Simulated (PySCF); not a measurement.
From one molecule to another.

First species: C7H8Se.
InChI=1S/C7H8Se/c1-4-6-8-7(3)5-2/h1,5H,2-3,6H2

Second species: BHCl2.
SMILES: `ClBCl`

Levels: CAM-B3LYP/def2-SVPD for dipole moment, HOMO energy, LUMO energy, HOMO–LUMO gap, static isotropic polarisability and electronic spatial extent ⟨r²⟩ about the centre of nuclear charge; TDDFT CAM-B3LYP/def2-SVPD for lowest singlet excitation; PBE0-D3(BJ)/def2-SVP for rotational constant A and rotational constant C. Geometries: PBE0-D3(BJ)/def2-SVP. Each structure is a single optimised conformer of the isolated species, non-relativistic unless stated. Electronic properties by PySCF.

The conformers computed, where there is a choice (atom-mapped SMILES and torsion angles):
- `[CH:1]#[C:2][CH2:3][Se:4][C:5](=[CH2:6])[CH:7]=[CH2:8]`: C2–C3–Se4–C5 -79°, C3–Se4–C5–C6 16°, Se4–C5–C7–C8 6°

Values for the first species:

* Dipole moment: 0.88 D
* HOMO energy: -7.49 eV
* LUMO energy: -0.02 eV
* HOMO–LUMO gap: 7.47 eV
* Lowest singlet excitation: 4.70 eV
* Static isotropic polarisability: 113.8 au
* Electronic spatial extent ⟨r²⟩ about the centre of nuclear charge: 1496 bohr²
* Rotational constant A: 2.788 GHz
* Rotational constant C: 0.763 GHz

Problem. Estimate the same properties for the second species, and the change in each.

Solution. 
| property | first | second | second less first |
| --- | --- | --- | --- |
| dipole moment | 0.88 D | 0.55 D | -0.33 D |
| HOMO energy | -7.49 eV | -10.75 eV | -3.26 eV |
| LUMO energy | -0.02 eV | -0.71 eV | -0.69 eV |
| HOMO–LUMO gap | 7.47 eV | 10.04 eV | +2.57 eV |
| lowest singlet excitation | 4.70 eV | 5.85 eV | +1.15 eV |
| static isotropic polarisability | 113.8 au | 42.3 au | -71.5 au |
| electronic spatial extent ⟨r²⟩ about the centre of nuclear charge | 1496 bohr² | 373 bohr² | -1123 bohr² |
| rotational constant A | 2.788 GHz | 46.598 GHz | +43.810 GHz |
| rotational constant C | 0.763 GHz | 2.966 GHz | +2.203 GHz |

On the first: S1 lies 2.77 eV below the HOMO–LUMO gap; its leading configuration is HOMO→LUMO+1, weight 0.60. The polarisability is 16.86 Å³ as a volume (1 au = 0.148185 Å³), or 1.35 au for each of the 84 electrons. Relativistic effects, spin–orbit coupling among them, are left out although an element past zinc is present.

On the second: The polarisability is 6.27 Å³ as a volume (1 au = 0.148185 Å³), or 1.06 au for each of the 40 electrons. S1 lies 4.19 eV below the HOMO–LUMO gap.
